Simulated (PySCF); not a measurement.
## Basis-set dependence of population analyses: dimethylsilane

Species: dimethylsilane, C2H8Si.
SMILES with atom numbers: `[CH3:1][SiH2:2][CH3:3]` (hydrogens: H4, H5, H6 on C1; H7, H8 on Si2; H9, H10, H11 on C3)

PBE0 throughout (PySCF), one geometry, spherical d and f functions. Geometry: PBE0-D3(BJ)/def2-SVP; no solvent, vibrations or thermal averaging. Atoms taken as equivalent share a column and are averaged.

Mulliken charges (e):

```json
{"basis": "STO-3G", "functions": "27", "C1/C3": "-0.398", "Si2": "+0.623", "H4 (×6)": "+0.072", "H7/H8": "-0.129"}
{"basis": "6-31G", "functions": "47", "C1/C3": "-0.821", "Si2": "+0.724", "H4 (×6)": "+0.193", "H7/H8": "-0.119"}
{"basis": "6-31G*", "functions": "62", "C1/C3": "-0.772", "Si2": "+0.532", "H4 (×6)": "+0.197", "H7/H8": "-0.084"}
{"basis": "def2-SVP", "functions": "86", "C1/C3": "-0.369", "Si2": "+0.447", "H4 (×6)": "+0.077", "H7/H8": "-0.085"}
{"basis": "6-311+G(2d,p)", "functions": "137", "C1/C3": "-0.699", "Si2": "+0.625", "H4 (×6)": "+0.158", "H7/H8": "-0.086"}
{"basis": "def2-TZVP", "functions": "147", "C1/C3": "-0.512", "Si2": "+0.256", "H4 (×6)": "+0.140", "H7/H8": "-0.037"}
```

IAO charges (e):

```csv
basis,functions,C1/C3,Si2,H4 (×6),H7/H8
STO-3G,27,-0.649,+0.771,+0.131,-0.128
6-31G,47,-0.705,+0.643,+0.161,-0.099
6-31G*,62,-0.709,+0.757,+0.154,-0.132
def2-SVP,86,-0.701,+0.772,+0.151,-0.136
"6-311+G(2d,p)",137,-0.732,+0.790,+0.158,-0.138
def2-TZVP,147,-0.735,+0.800,+0.159,-0.140
```

Question: Which scheme is steadiest as the basis changes?

Answer: Largest range over the bases for any column: IAO 0.16 e, Mulliken 0.47 e. IAO charges move least and Mulliken charges most, counted in e. Without the minimal STO-3G basis the ranges are IAO 0.16, Mulliken 0.47 e.

Question: How much do the charges still move between the two largest bases, 6-311+G(2d,p) and def2-TZVP?

Answer: At most, over all atoms: Mulliken 0.368 e, IAO 0.010 e.

Question: What do the same runs give for the total energy, the frontier levels and the dipole moment?

Answer: 
```csv
basis,energy (Eh),HOMO (eV),LUMO (eV),μ (D)
STO-3G,-366.0310,-7.13,8.55,0.23
6-31G,-370.2329,-8.75,1.78,0.81
6-31G*,-370.2786,-8.65,1.68,0.86
def2-SVP,-370.1522,-8.80,1.53,0.81
"6-311+G(2d,p)",-370.3351,-8.82,0.11,0.80
def2-TZVP,-370.3416,-8.79,0.97,0.81
```

The dipole is fixed by the density alone, so its range of 0.63 D shows that the density itself changes with the basis, not only its division among atoms.
